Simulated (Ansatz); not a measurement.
# [Br···H···N], quartet: the ladder up to UCCSDT(Q)

Geometry: a point of a hydrogen-transfer path between rigid fragments, not a stationary point.

```
atom   x (Å)   y (Å)    z (Å)
  Br  0.0000  0.0000  -1.5320
   H  0.0000  0.0000   0.2460
   N  0.0000  0.0000   1.2860
```

Basis cc-pVTZ; Ansatz 0.2.0. Correlated methods freeze the noble-gas cores and the filled d shells of p-block atoms, which leaves 13 electrons in 72 orbitals. Prefix R: restricted or restricted open-shell reference; prefix U: unrestricted. Active spaces: pair = (5e, 5o) about the gap; valence = (13e, 9o) chosen from the atoms' valence shells. No spin–orbit coupling is included, and no scalar relativity.

Full CI isn't at hand for all of this; UCCSDT(Q) serves as the reference, and is uncertain by about the last step of the cluster series. The frozen core follows each run's orbitals, which can shift R against U totals by a few meV for light atoms and by up to 0.1 eV past Ca.

- UHF ⟨S²⟩: 3.791
- T1 diagnostic (RCCSD): 0.0269
- largest doubles amplitude (RCCSD): 0.041
- T1 diagnostic (UCCSD): 0.0179

| level | E − E(RHF) (eV) |
| --- | --- |
| UHF | -0.4287 |
| UMP2 | -8.1742 |
| UCCSD | -9.1897 |
| UCCSD(T) | -9.4837 |

(1) Estimate how far UCCSDT(Q) in cc-pVTZ lies from UCCSD(T). The table doesn't fix it; the size of (T) and the diagnostics are the guide.

(1) UCCSDT(Q) in cc-pVTZ lies 46 meV below UCCSD(T), which is 16 % of the (T) step (-294 meV). The diagnostics are small and the rest is a small part of (T), but (T) is large here. The miss exceeds 1 kcal/mol.

The other levels:

```json
{"level": "UCCSDT", "E − E(UCCSDT(Q)) (meV)": "12", "share of correlation (%)": "99.88", "wall time": "–"}
```

The correlation energy at UCCSDT(Q), counted from RHF, is -9.530 eV. That run took 10 s on 2 threads of AMD EPYC 7R13 with a shared H100 80 GB, shared host.

Run but not shown, since their state or frozen core can't be matched to the reference's or they repeat it: RHF, RMP2, RCCSD, RCCSD(T), BCCD(T), RCCSDT, RCCSDT(Q), CASSCF (pair space), NEVPT2 (pair space), MRCISD (pair space), MRCISD+Q (pair space), CASSCF (valence space), NEVPT2 (valence space), MRCISD (valence space), MRCISD+Q (valence space).

Times hold each run's SCF and search for its determinant on a shared host, so for small cases they say little of a method's own cost; they ran on 1 thread of AMD EPYC 7R13.

Natural occupations of CASSCF (valence space) about the gap: 1.995 1.968 1.004 1.001 1.001 0.034; effectively unpaired electrons, Σ n²(2−n)², 3.01.
